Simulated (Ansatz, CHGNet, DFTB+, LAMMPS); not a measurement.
**C axis length of hcp Os: levels of theory against measurement**

Reference value: 4.320 Å (measured, 293 K, no zero-point or thermal correction; as tabulated in Wikipedia's data pages).

| level (code) | value (Å) | difference (%) |
|---|---|---|
| Lennard-Jones uff-vdw (LAMMPS) | 4.951 | +14.6 |
| GFN1-xTB as cut by DFTB+ | 4.404 | +1.94 |
| CHGNet 0.3.0 | 4.314 | -0.14 |
| LDA (Ansatz) | 4.288 | -0.74 |
| PBE (Ansatz) | 4.346 | +0.60 |
| PBE-D4 (Ansatz) | 4.323 | +0.07 |
| rVV10 (Ansatz) | 4.385 | +1.50 |
| r²SCAN (Ansatz) | 4.317 | -0.07 |
| r²SCAN+SOC (Ansatz) | 4.315 | -0.12 |
| B3LYP (VWN-RPA form) (Ansatz) | 4.355 | +0.81 |
| r²SCANh (Ansatz) | 4.311 | -0.21 |
| Hartree–Fock (Ansatz) | 4.270 | -1.16 |

Leaving aside Lennard-Jones uff-vdw (doubt noted below): The reference is not for a static lattice or low temperature, so close values are not ranked against it. Off by more than 1.75 %, or 2.45 % on the side where a correction would as a rule narrow the miss (bounds picked here): GFN1-xTB as cut by DFTB+ (+1.94 %).

The reference isn't brought to a static lattice, while the calculations are for one, so the differences are not the levels' errors alone.  Density-functional levels without +SOC have no spin–orbit coupling. Lennard-Jones uff-vdw: the cell moved over 20 % in volume from its start. Lennard-Jones uff-vdw: this is a force field's van der Waals term alone, without bonds or charges. GFN1-xTB as cut by DFTB+: the method was fitted mainly to molecules. GFN1-xTB as cut by DFTB+: codes differ in how they cut the long-range tail of xTB's charge interaction in a crystal, so the value belongs to this code. Cutoffs and k meshes differ between the levels. Ansatz's density-functional and Hartree–Fock values are scalar-relativistic unless marked +SOC, with PAW data made under PBE.

Machine-learned potentials (CHGNet 0.3.0) are trained on DFT data: a solid inside that data is no test of them.

Differences are worked out from the printed values.

Ansatz is a quantum-chemistry and plane-wave program.
